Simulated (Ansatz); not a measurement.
`CC(O)CF` + H₂O → `CC(O)CO` + H–F  (formal hydrolysis of a C–F bond)

Computed with Ansatz on PBE0-D4/def2-TZVP structures; ΔE is electronic, products minus reactants. CCSD(T)/CBS adds triple-zeta CCSD(T) − MP2 to the extrapolated MP2 energy (def2 sets, frozen cores). This one scheme is used for every species. DFT in def2-TZVPP. Each species was taken in one conformer, which may not be the lowest.

CCSD(T)/CBS gives +0.8 kJ/mol.

(1) Another level gave +2.5 kJ/mol. Which?
A. r2SCAN-D4/def2-TZVPP
B. PBE0-D4/def2-TZVPP
C. MP2/def2-TZVPP
D. BLYP/def2-TZVPP

Largest T1 diagnostic among the species: 0.010.

Results:

(1) B. PBE0-D4 2.5, BLYP 12.4, r2SCAN-D4 6.9, MP2/def2-TZVPP -3.4 kJ/mol.

In def2-TZVPP, CCSD(T) changes the Hartree–Fock value by −11.3 kJ/mol (the triples alone add −1.2 kJ/mol) and MP2 by −15.3 kJ/mol. From BLYP to BHLYP (50 % exact exchange), in def2-TZVPP and without D4, ΔE moves by −3.7 kJ/mol.
